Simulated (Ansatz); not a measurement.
## Ru$_{2}$RhAu$_{2}$: can entropy hold this alloy together?

Method: Ansatz 0.2.0, DFT PBE, scalar-relativistic, plane waves, PAW.

Plane waves to 420 eV, a k mesh through Γ of 5×5×5 on the computed 20-atom cell and Gaussian smearing (0.10 eV); no spin polarisation.

Cells of 20 atoms on a hcp lattice, 8 Au, 4 Rh, 8 Ru, each occupation relaxed without symmetry on a coarser mesh and computed once more. α is the first-shell Warren–Cowley parameter of unlike pairs (negative: unlike neighbours in excess, 0: random), given as its mean and root mean square over the pairs, since a mean near 0 can hide order that cancels. ΔH counts from the elements in their standard crystals.

```csv
cell,mean α,rms α,ΔH (meV/atom),V (Å³/atom),rms shift from sites (Å)
1,0.00,0.01,316,15.48,0.10
2,-0.12,0.13,321,15.51,0.10
3,0.03,0.06,294,15.49,0.11
```

Q: Weigh the mixing energy against the ideal entropy.

A: Ideal mixing gives S = −k_B Σ x ln x = 1.055 k_B per atom (8.8 J/(mol K)), worth 91 meV/atom at 1000 K. The cell nearest to random, 1, has ΔH = 316 meV/atom. Against the pure elements it breaks even at T = ΔH/S = 3470 K, beyond the melting of most metals, so a solid solution isn't expected. ΔH includes the cost of putting the elements on this lattice where they prefer another, and what the coarser relaxation leaves, which can only raise it; vibrational entropy is left out. An error of 8 meV/atom in ΔH, as mesh and relaxation can leave, moves such a temperature by 90 K, and the spread of these cells, 27 meV/atom, by 290 K.

The final mesh leaves forces up to 0.09 eV/Å and stresses up to 0.3 GPa.

Spin–orbit coupling is left out, which can shift energies with elements as heavy as these.

Cost: 6 runs of about 63 core-minutes in all (earlier runs that led there not counted), on Arm Neoverse V1 (shared hosts).